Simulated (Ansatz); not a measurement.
CO beside BF₃: one fragment in the basis of the whole pair (the partner's atoms are ghosts).

Input (in.yaml):

```yaml
crystal:
  periodic: [false, false, false]
  atoms:
    - {symbol: C, position_ang: [-0.058130, 0.157649, -2.844124]}
    - {symbol: O, position_ang: [-0.033803, 0.094971, -1.721965]}
basis:
  gaussian:
    orbitals: "def2-TZVPPD.json"
    ghost_atoms:
      - {symbol: F, position_ang: [-1.125861, -0.695793, 1.131088]}
      - {symbol: B, position_ang: [0.022845, -0.062737, 1.134383]}
      - {symbol: F, position_ang: [1.144948, -0.740079, 1.085011]}
      - {symbol: F, position_ang: [0.050001, 1.246089, 1.215605]}
hamiltonian: {xc: r2scan, dispersion: d4}
```

The basis file named in the input lies beside it (Basis Set Exchange, JSON).

Launched with

```bash
ansatz run in.yaml --threads 4 --pin off --events-out ev --progress --plain --max-ram 9574MiB
```

What Ansatz 0.2.0 printed:

```
Functional definition: r2SCAN
  name "r2SCAN"
  cite "Furness, Kaplan, Ning, Perdew & Sun, J. Phys. Chem. Lett. 11, 8208 (2020) doi:10.1021/acs.jpclett.0c02405"
  cite "Furness, Kaplan, Ning, Perdew & Sun, J. Phys. Chem. Lett. 11, 9248 (2020) doi:10.1021/acs.jpclett.0c03077"
  parent r2scan
  parameter k0 = 0.174
  parameter k1 = 0.065
  parameter a1 = 4.9479
  exchange = r2scan_x(k0 = k0, k1 = k1, a1 = a1)
  correlation = r2scan_c
1075 factors; their error is unknown
mean field evaluation 1: about -3081.1231 eV, gradient 3.6e1 eV
mean field evaluation 2: about -3074.2787 eV, gradient 7.2e1 eV
mean field evaluation 4: about -3083.0159 eV, gradient 8.7e-1 eV
mean field evaluation 8: about -3083.0189 eV, gradient 1.2e-2 eV
mean field -3083.01894898 eV, -113.2988566296 hartree, gradient 2.8e-5 eV, S^2 0.000000; 0 other end points of the search recorded, 0 dependent functions left out
reference -3083.01895984 eV, -113.2988570290 hartree; 7, 7 occupied and 227, 227 virtual orbitals, 1075 factors
Total energy: -3083.02129991 eV, -113.2989430249 hartree
```

The run took about 1.9 s on 4 CPU threads of an Arm Neoverse V1 (shared host).
